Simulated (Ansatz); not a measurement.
## C3H4O: a line through the functionals

C3H4O: 8 atoms, total charge 0, spin state singlet. As SMILES, `CC=C=O`. The coordinates come from a PBE0-D4/def2-TZVP relaxation.

The HOMO–LUMO gap y, in eV, basis cc-pVDZ; a is the functional's share of exact exchange. Programs: Ansatz 0.2.0.

| functional | program | a | y (eV) |
| --- | --- | --- | --- |
| r2SCAN | Ansatz | 0 | 3.92 |
| PBE | Ansatz | 0 | 3.42 |
| B3LYP | Ansatz | 0.2 | 5.33 |
| PBE0 | Ansatz | 0.25 | ? |
| r2SCAN0 | Ansatz | 0.25 | 6.14 |
| BHLYP | Ansatz | 0.5 | 8.21 |

Fit y = c + s·a to the known rows and predict PBE0.


1. Means of the 5 rows: a = 0.1900, y = 5.404.
2. Σ(Δa)² = 0.172, Σ(Δa·Δy) = 1.5722, so the slope is 1.5722/0.172 = 9.1407.
3. Intercept: 5.404 − (9.1407) × 0.1900 = 3.667. The largest residual of the fit is 0.25.
4. PBE0: 3.667 + (9.1407) × 0.25 = 5.95 eV.

The run gave 5.82 eV, so the prediction is off by +0.13 eV, within the scatter of the fit. Exact exchange lowers occupied levels and raises empty ones. The rows mix families of semi-local functionals, which the line can't see.
